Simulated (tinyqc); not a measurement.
ROHF in the sto-3g basis, for NH, spin multiplicity 3, step by step. One step of it, computed by the program tinyqc.

Question. Iteration 2: building the Fock matrix. J_ij = sum D_kl (ij|kl) with D = D(alpha) + D(beta), K_ij = sum D_kl (ik|jl) for each spin; F = H + J - K(s); E = tr D H + tr D J / 2 - 0.5 sum_s tr D(s) K(s) + E_nn.

D(alpha) after iteration 1:
```
            1N 1s      1N 2s    1N 2px    1N 2py     1N 2pz      2H 1s
1N 1s    1.058794  -0.250408  0.000000  0.000000  -0.001188   0.006076
1N 2s   -0.250408   1.066360  0.000000  0.000000   0.004900  -0.024330
1N 2px   0.000000   0.000000  1.000000  0.000000   0.000000   0.000000
1N 2py   0.000000   0.000000  0.000000  1.000000   0.000000   0.000000
1N 2pz  -0.001188   0.004900  0.000000  0.000000   1.000945  -0.002611
2H 1s    0.006076  -0.024330  0.000000  0.000000  -0.002611   0.000561
```

D(beta) after iteration 1:
```
            1N 1s      1N 2s    1N 2px    1N 2py     1N 2pz      2H 1s
1N 1s    1.058326  -0.248384  0.000000  0.000000   0.020354   0.005976
1N 2s   -0.248384   1.057587  0.000000  0.000000  -0.088461  -0.023897
1N 2px   0.000000   0.000000  0.004760  0.068829   0.000000   0.000000
1N 2py   0.000000   0.000000  0.068829  0.995240   0.000000   0.000000
1N 2pz   0.020354  -0.088461  0.000000  0.000000   0.007399   0.001999
2H 1s    0.005976  -0.023897  0.000000  0.000000   0.001999   0.000540
```

core Hamiltonian H = T + V (hartree):
```
             1N 1s      1N 2s     1N 2px     1N 2py     1N 2pz      2H 1s
1N 1s   -24.501802  -5.633423   0.000000   0.000000  -0.005446  -0.280342
1N 2s    -5.633423  -6.563896   0.000000   0.000000  -0.069375  -0.828533
1N 2px    0.000000   0.000000  -5.205258   0.000000   0.000000   0.000000
1N 2py    0.000000   0.000000   0.000000  -5.205258   0.000000   0.000000
1N 2pz   -0.005446  -0.069375   0.000000   0.000000  -5.239073  -0.777236
2H 1s    -0.280342  -0.828533   0.000000   0.000000  -0.777236  -2.609575
```

Two-electron integrals (ij|kl) in chemists' order, unique and non-zero (hartree):
```
(11|11) 4.166630   (21|11) 0.640849   (21|21) 0.117461   (22|11) 0.969864
(22|21) 0.220936   (22|22) 0.708245   (31|31) 0.020960   (32|31) 0.032452
(32|32) 0.156449   (33|11) 0.967124   (33|21) 0.220977   (33|22) 0.708086
(33|33) 0.762805   (41|41) 0.020960   (42|41) 0.032452   (42|42) 0.156449
(43|43) 0.041119   (44|11) 0.967124   (44|21) 0.220977   (44|22) 0.708086
(44|33) 0.680568   (44|44) 0.762805   (51|51) 0.020960   (52|51) 0.032452
(52|52) 0.156449   (53|53) 0.041119   (54|54) 0.041119   (55|11) 0.967124
(55|21) 0.220977   (55|22) 0.708086   (55|33) 0.680568   (55|44) 0.680568
(55|55) 0.762805   (61|11) 0.031896   (61|21) 0.005805   (61|22) 0.010877
(61|33) 0.010857   (61|44) 0.010857   (61|51) 0.000283   (61|52) 0.000538
(61|55) 0.010919   (61|61) 0.000291   (62|11) 0.102821   (62|21) 0.023824
(62|22) 0.088035   (62|33) 0.086164   (62|44) 0.086164   (62|51) 0.001941
(62|52) 0.016799   (62|55) 0.091685   (62|61) 0.001209   (62|62) 0.016228
(63|31) 0.002084   (63|32) 0.013148   (63|53) 0.003150   (63|63) 0.001808
(64|41) 0.002084   (64|42) 0.013148   (64|54) 0.003150   (64|64) 0.001808
(65|11) 0.094995   (65|21) 0.022241   (65|22) 0.087460   (65|33) 0.083747
(65|44) 0.083747   (65|51) 0.003509   (65|52) 0.027499   (65|55) 0.094783
(65|61) 0.001160   (65|62) 0.019303   (65|65) 0.024411   (66|11) 0.306112
(66|21) 0.071930   (66|22) 0.304313   (66|33) 0.294362   (66|44) 0.294362
(66|51) 0.005360   (66|52) 0.066195   (66|55) 0.323987   (66|61) 0.003647
(66|62) 0.081129   (66|65) 0.108646   (66|66) 0.774606
```

nuclear repulsion = 2.14614164 hartree

Give: Coulomb J; exchange K(alpha); exchange K(beta); F(alpha); F(beta); total energy of this density.

Answer.

Coulomb J (hartree):
```
         1N 1s   1N 2s  1N 2px  1N 2py  1N 2pz  2H 1s
1N 1s   14.110   2.592   0.000   0.000  -0.005  0.128
1N 2s    2.592   6.167   0.000   0.000  -0.026  0.728
1N 2px   0.000   0.000   6.134   0.006   0.000  0.000
1N 2py   0.000   0.000   0.006   6.215   0.000  0.000
1N 2pz  -0.005  -0.026   0.000   0.000   6.134  0.705
2H 1s    0.128   0.728   0.000   0.000   0.705  2.415
```

exchange K(alpha) (hartree):
```
        1N 1s  1N 2s  1N 2px  1N 2py  1N 2pz  2H 1s
1N 1s   4.279  0.739   0.000   0.000   0.000  0.040
1N 2s   0.739  1.234   0.000   0.000   0.001  0.138
1N 2px  0.000  0.000   1.017   0.000   0.000  0.000
1N 2py  0.000  0.000   0.000   1.017   0.000  0.000
1N 2pz  0.000  0.001   0.000   0.000   1.017  0.116
2H 1s   0.040  0.138   0.000   0.000   0.116  0.041
```

exchange K(beta) (hartree):
```
         1N 1s   1N 2s  1N 2px  1N 2py  1N 2pz  2H 1s
1N 1s    4.237   0.674   0.000   0.000  -0.002  0.034
1N 2s    0.674   0.917   0.000   0.000  -0.073  0.088
1N 2px   0.000   0.000   0.216   0.050   0.000  0.000
1N 2py   0.000   0.000   0.050   0.931   0.000  0.000
1N 2pz  -0.002  -0.073   0.000   0.000   0.217  0.010
2H 1s    0.034   0.088   0.000   0.000   0.010  0.013
```

F(alpha) (hartree):
```
          1N 1s   1N 2s  1N 2px  1N 2py  1N 2pz   2H 1s
1N 1s   -14.671  -3.780   0.000   0.000  -0.010  -0.192
1N 2s    -3.780  -1.631   0.000   0.000  -0.097  -0.239
1N 2px    0.000   0.000  -0.089   0.006   0.000   0.000
1N 2py    0.000   0.000   0.006  -0.007   0.000   0.000
1N 2pz   -0.010  -0.097   0.000   0.000  -0.122  -0.188
2H 1s    -0.192  -0.239   0.000   0.000  -0.188  -0.236
```

F(beta) (hartree):
```
          1N 1s   1N 2s  1N 2px  1N 2py  1N 2pz   2H 1s
1N 1s   -14.629  -3.715   0.000   0.000  -0.008  -0.186
1N 2s    -3.715  -1.314   0.000   0.000  -0.022  -0.189
1N 2px    0.000   0.000   0.713  -0.044   0.000   0.000
1N 2py    0.000   0.000  -0.044   0.079   0.000   0.000
1N 2pz   -0.008  -0.022   0.000   0.000   0.677  -0.082
2H 1s    -0.186  -0.189   0.000   0.000  -0.082  -0.208
```

total energy of this density = -53.62107 hartree
